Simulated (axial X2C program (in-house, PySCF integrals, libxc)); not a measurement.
## Worked dissociation energy of PC: B97-3, two-component

Computed with an in-house all-electron X2C program for linear molecules (integrals from PySCF). Two-component (2c) means X2C with spin–orbit coupling and atomic mean-field two-electron Coulomb and Gaunt terms. Basis: P dyall-v3z [8s7p2d1f], C dyall-v3z [7s6p2d1f] (cores contracted in-house); Gaussian nuclei, density fitting, unrestricted open shells. Masses: P 30.974 u, C 12.000 u.

Molecular state: Ω = 1/2 (⟨Sz⟩ = 0.50, ⟨Lz⟩ = 0.00 at B97-3).

| Property | Result |
| --- | --- |
| E(P) (2M_J = 3) | -342.006083 hartree |
| E(C) (2M_J = 2) | -37.861675 hartree |
| E(PC) at Re | -380.064106 hartree |
| ωe | 1291.7 cm⁻¹ |
| ωexe | 6.86 cm⁻¹ |

(1) Work out De and D0.

The state is a single determinant with fixed occupations, the lowest that a limited PBE0 search found. De is counted from the lowest determinant-based energies of the atoms at the same level, without counterpoise correction. Density functionals use the spin component along the axis (collinear). In 2c an atomic determinant is not the ground J level, so De misses part of the atomic spin–orbit lowering. This holds for B97-3. The functionals have no current-density term, which raises determinants with orbital currents, atoms included. The determinant is spin-polarised beyond a pure state at some levels (its spin-free form has ⟨S²⟩ too high), which makes Re and μ there less reliable.

Each atomic determinant is the lowest at this level and need not be a pure J level. Totals compare only within one Hamiltonian and basis.

Results:

(1) De = -342.006083 + (-37.861675) − (-380.064106) = 0.19635 hartree = 5.343 eV. The zero-point energy is ωe/2 − ωexe/4 = 644 cm⁻¹ = 0.080 eV, so D0 = 5.263 eV.
